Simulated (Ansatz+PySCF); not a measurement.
doublet CH2F: levels of theory in one basis

| atom | x (Å) | y (Å) | z (Å) |
| --- | --- | --- | --- |
| C | 0.6595 | 0.0000 | -0.0565 |
| H | 1.1169 | -0.9405 | 0.1278 |
| H | 1.1169 | 0.9405 | 0.1278 |
| F | -0.6816 | 0.0000 | 0.0117 |

Basis set: cc-pVTZ (spherical functions). Left uncorrelated: 2 orbitals. Correlation on ROHF uses semicanonical orbitals with singles. Charge 0, multiplicity 2.

Computed with Ansatz (development build ahead of 0.2.0) and PySCF 2.14.0; each method stands on the lowest determinant of its kind that the runs found.

```json
{"method": "ROHF", "E − E(ROHF) (eV)": "0.00", "<S²> of the determinant": "0.75"}
{"method": "UHF", "E − E(ROHF) (eV)": "-0.12", "<S²> of the determinant": "0.76"}
{"method": "ROHF-MP2", "E − E(ROHF) (eV)": "-10.96", "<S²> of the determinant": "–"}
{"method": "UHF-MP2", "E − E(ROHF) (eV)": "-10.95", "<S²> of the determinant": "0.76"}
```

Problem. What does ROHF-CCSD(T) give on the same scale?

Solution. -11.71 eV.
